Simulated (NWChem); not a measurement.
The numbers come from NWChem runs, not from measurements. System: ClNa, charge 0, spin multiplicity 1, at a geometry optimised with PBE/def2-SVP. The structure started from a generated list of species. Level: G0W0@PBE/def2-QZVP, RI basis def2-qzvp-rifit.

Job file:

```
start mol
memory heap 200 mb stack 700 mb global 1700 mb
geometry units angstroms nocenter noautoz
  Na     0.000000     0.000000    -1.425345
  Cl     0.000000     0.000000     0.922282
  symmetry group C2v
end
basis spherical
  * library def2-qzvp
end
basis "ri basis" bse spherical
  * library def2-qzvp-rifit
end
dft
  xc xpbe96 cpbe96
  iterations 100
  direct
  tolerances tight
end
task dft energy
gw
  states alpha occ 4 vir 2
end
task dft gw
```

Output (cleaned and shortened):

```
             Northwest Computational Chemistry Package (NWChem) 7.3.0
             --------------------------------------------------------

                                NWChem Input Module
                                -------------------

 Scaling coordinates for geometry "geometry" by  1.889725989
 (inverse scale =  0.529177249)

 Turning off AUTOSYM since
 SYMMETRY directive was detected!

                             Geometry "geometry" -> ""
                             -------------------------

 Output coordinates in angstroms (scale by  1.889725989 to convert to a.u.)

  No.       Tag          Charge          X              Y              Z
 ---- ---------------- ---------- -------------- -------------- --------------
    1 Na                  11.0000     0.00000000     0.00000000    -1.42534500
    2 Cl                  17.0000     0.00000000     0.00000000     0.92228200

 Effective nuclear repulsion energy (a.u.)      42.1515622213

            Nuclear Dipole moment (a.u.)
            ----------------------------
        X                 Y               Z
 ---------------- ---------------- ----------------
     0.0000000000     0.0000000000    -0.0000018897

      Symmetry information
      --------------------

 Group name             C2v
 Group number             16
 Group order               4
 No. of unique centers     2

      Symmetry unique atoms

     1    2


 Summary of "ao basis" -> "" (spherical)
 ------------------------------------------------------------------------------
       Tag                 Description            Shells   Functions and Types
 ---------------- ------------------------------  ------  ---------------------
 *                         def2-qzvp                  on all atoms

 new library libraries.bse/

 Summary of "ri basis" -> "" (spherical)
 ------------------------------------------------------------------------------
       Tag                 Description            Shells   Functions and Types
 ---------------- ------------------------------  ------  ---------------------
 *                      def2-qzvp-rifit               on all atoms
[...]
           0.000000000000         272.994655667946           0.000000000000
           0.000000000000           0.000000000000           0.000000000000

     Multipole analysis of the density
     ---------------------------------

     L   x y z        total         alpha         beta         nuclear
     -   - - -        -----         -----         ----         -------
     0   0 0 0     -0.000000    -14.000000    -14.000000     28.000000

     1   1 0 0     -0.000000     -0.000000     -0.000000      0.000000
     1   0 1 0     -0.000000     -0.000000     -0.000000      0.000000
     1   0 0 1     -3.307878     -1.653938     -1.653938     -0.000002

     2   2 0 0    -14.600347     -7.300174     -7.300174      0.000000
     2   1 1 0     -0.000000     -0.000000     -0.000000      0.000000
     2   1 0 1     -0.000000     -0.000000     -0.000000      0.000000
     2   0 2 0    -14.600347     -7.300174     -7.300174      0.000000
     2   0 1 1     -0.000000     -0.000000     -0.000000      0.000000
     2   0 0 2     -8.403397    -69.923497    -69.923497    131.443598

 Task  times  cpu:       22.2s     wall:       22.2s

                                NWChem Input Module
                                -------------------

                                 NWChem GW Module
                                 ----------------

                             ***********************
                             ***        GW       ***
                             ***********************

 Summary of "ri basis" -> "ri basis" (spherical)
 ------------------------------------------------------------------------------
       Tag                 Description            Shells   Functions and Types
 ---------------- ------------------------------  ------  ---------------------
 Na                     def2-qzvp-rifit             42      166   12s11p9d7f3g
 Cl                     def2-qzvp-rifit             41      167   12s10p9d6f3g1h

                 Memory Information
                 ------------------
          Available GA per process is          1699.9 MBs
          Available stack per process is        700.0 MBs
          Available heap per process is           0.0 MBs

          Peak memory in Initialization
              Peak GA per process is                  5.7 MBs
              Peak stack per process is               0.2 MBs
              Peak heap per process is                6.2 MBs
              Memory not in MA per process            0.0 MBs

          Peak memory in AFF Calculation
              Peak GA per process is                 23.8 MBs
              Peak stack per process is              15.6 MBs
              Peak heap per process is                0.0 MBs
              Memory not in MA per process           15.6 MBs

          Computing 2-center integrals
          Computing Inverse Cholesky factor
          Computing 3-center integrals
          Computing V_xc ...

          Computing Sigma_x
          Computing RPA polarizability
          Solving quasiparticle equations

                  Alpha Orbitals
          State     Energy (eV)     Error (eV)
          -----------------------------------
@GW        11        -18.947           0.004
@GW        12         -8.487           0.004
@GW        13         -8.147           0.004
@GW        14         -8.147           0.004
@GW        15         -0.385           0.004
@GW        16          0.903           0.004

   Applying  -2.8777 eV scissor-shift to rest of particle states

   Applying   1.8537 eV scissor-shift to rest of hole states

     GW Timing Statistics
   ------------------------
   Init.   :          0.2s
     ERIs  :          1.7s
     Distr.:          0.0s
     Vxc   :          0.2s
   Sigma_x :          0.0s
   RPA     :          1.2s
   Wmn     :          0.1s
   Sigma_c :          0.0s
   GW total:          3.4s

 Task  times  cpu:        3.4s     wall:        3.4s

 Total times  cpu:       25.7s     wall:       25.7s
```
